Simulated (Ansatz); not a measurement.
**HGeN, triplet: the ladder up to RCCSDTQ**

Geometry: a point of a stretch scan, not a stationary point.

```
atom   x (Å)    y (Å)    z (Å)
  Ge  0.0000  -0.0334   0.4207
   N  0.0000   0.0610  -2.2217
   H  0.0000   1.5619   0.5576
```

Basis cc-pVDZ; Ansatz 0.2.0. Correlated methods freeze the noble-gas cores and the filled d shells of p-block atoms, which leaves 10 electrons in 31 orbitals. Prefix R: restricted or restricted open-shell reference; prefix U: unrestricted. Active spaces: pair = (4e, 4o) about the gap; valence = (10e, 9o) chosen from the atoms' valence shells. No spin–orbit coupling is included, and no scalar relativity.

Full CI isn't at hand for all of this; RCCSDTQ serves as the reference, and is uncertain by the last step of the cluster series or more. The frozen core follows each run's orbitals, which can shift R against U totals by a few meV for light atoms and by up to 0.1 eV past Ca.

For open shells CISD is restricted-active-space CI with the open shells as a complete middle space.

```
UHF ⟨S²⟩                            : 3.049
⟨S²⟩ of the determinant under UCCSD : 2.770
T1 diagnostic (RCCSD)               : 0.0700
largest doubles amplitude (RCCSD)   : 0.204
```

```json
{"level": "RHF", "E − E(RCCSDTQ) (meV)": "6740", "share of correlation (%)": "0.00", "wall time": "–"}
{"level": "RMP2", "E − E(RCCSDTQ) (meV)": "1674", "share of correlation (%)": "75.17", "wall time": "–"}
{"level": "CISD", "E − E(RCCSDTQ) (meV)": "948", "share of correlation (%)": "85.93", "wall time": "2.5 s"}
{"level": "RCCSD", "E − E(RCCSDTQ) (meV)": "323", "share of correlation (%)": "95.21", "wall time": "–"}
{"level": "RCCSD(T)", "E − E(RCCSDTQ) (meV)": "86", "share of correlation (%)": "98.73", "wall time": "13 s"}
{"level": "BCCD(T)", "E − E(RCCSDTQ) (meV)": "102", "share of correlation (%)": "98.48", "wall time": "14 s"}
{"level": "RCCSDT", "E − E(RCCSDTQ) (meV)": "24", "share of correlation (%)": "99.65", "wall time": "–"}
{"level": "RCCSDT(Q)", "E − E(RCCSDTQ) (meV)": "0", "share of correlation (%)": "100.00", "wall time": "29 s"}
{"level": "CASSCF (pair space)", "E − E(RCCSDTQ) (meV)": "5125", "share of correlation (%)": "23.96", "wall time": "–"}
{"level": "NEVPT2 (pair space)", "E − E(RCCSDTQ) (meV)": "1097", "share of correlation (%)": "83.72", "wall time": "4.3 s"}
{"level": "MRCISD (pair space)", "E − E(RCCSDTQ) (meV)": "439", "share of correlation (%)": "93.48", "wall time": "–"}
{"level": "MRCISD+Q (pair space)", "E − E(RCCSDTQ) (meV)": "3", "share of correlation (%)": "99.95", "wall time": "5.5 s"}
{"level": "CASSCF (valence space)", "E − E(RCCSDTQ) (meV)": "4171", "share of correlation (%)": "38.11", "wall time": "–"}
{"level": "NEVPT2 (valence space)", "E − E(RCCSDTQ) (meV)": "937", "share of correlation (%)": "86.10", "wall time": "4.8 s"}
{"level": "MRCISD (valence space)", "E − E(RCCSDTQ) (meV)": "266", "share of correlation (%)": "96.06", "wall time": "–"}
{"level": "MRCISD+Q (valence space)", "E − E(RCCSDTQ) (meV)": "11", "share of correlation (%)": "99.84", "wall time": "6.5 s"}
```

The correlation energy at RCCSDTQ, counted from RHF, is -6.740 eV. That run took 84 s on 2 threads of AMD EPYC 7R13 with a shared H100 80 GB, shared host.

Run but not shown, since their state, orbitals or frozen core can't be matched to the reference's or they repeat it: UHF, UMP2, UCCSD, UCCSD(T), UCCSDT, UCCSDT(Q).

Times hold each run's SCF and search for its determinant on a shared host, so for small cases they say little of a method's own cost; they ran on 1 thread of AMD EPYC 7R13.

Natural occupations of CASSCF (valence space) about the gap: 1.999 1.977 1.939 1.710 1.000 0.999 0.290 0.057 0.030; effectively unpaired electrons, Σ n²(2−n)², 2.52.
